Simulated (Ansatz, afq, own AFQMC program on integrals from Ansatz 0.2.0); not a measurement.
Where AFQMC and coupled cluster stand for Co, quartet

A free Co atom.

Basis def2-TZVPP. Only valence electrons are correlated. AFQMC by an in-house program on the Cholesky factors that Ansatz 0.2.0 writes for its CCSD(T) run. ph-AFQMC/CISD is guided by a CISD state made of CCSD amplitudes; releasing the constraint for a short imaginary time cuts its bias at the price of noise, slowly where states lie close. Free projection: walkers drawn from exp(T), propagated without any constraint. Its projection time is finite, and what remains of the start isn't in its error. Uncertainties: one standard error, sampling alone. The metal's outer-core s and p shells are frozen, which shifts wave-function levels against functionals.

Determinant: UHF, the one that the program's search chose, which needn't be the lowest solution.

No full CI on the walks' own integrals is used here; CCSDT(Q) serves as the reference and is uncertain by about the last step of the cluster series.

Cautions: no relativity below Rb; outer-core shells of the metal frozen; the released energies are still falling, so no released level is given (meV from the phaseless value at times in 1/Eh: -14.2 ± 1.8 at 0.60, -19.8 ± 2.3 at 1.20, -22.1 ± 2.1 at 2.00, -26 ± 7 at 3.00, -25 ± 8 at 4.20), though the last usable value meets CCSDT(Q) within the noise; the ph-AFQMC/CISD walk drifts between its halves (2.7 errors).

```
T1 diagnostic                               : 0.0203
weight of the determinant in the CISD state : 0.908
⟨S²⟩ of the determinant                     : 3.760
size of the correlated space                : 9 electrons in 55 orbitals
```

Reference: CCSDT(Q), correlation energy -6.881 eV.

| level | E − E(reference) (mEh) | share of correlation (%) |
| --- | --- | --- |
| HF | 252.89 | 0.00 |
| MP2 | 13.01 | 94.86 |
| CCSD | 8.15 | 96.78 |
| CCSD(T) | 0.42 | 99.83 |
| CCSDT | 0.09 | 99.96 |
| ph-AFQMC/HF | 6.18 ± 0.73 | 97.56 |
| ph-AFQMC/CISD | 1.21 ± 0.05 | 99.52 |
| free AFQMC | 0.13 ± 0.35 | 99.95 |

Free projections are given only where their last times agree within the noise and don't stop above the reference; a slow remainder of the start can still hide under it.
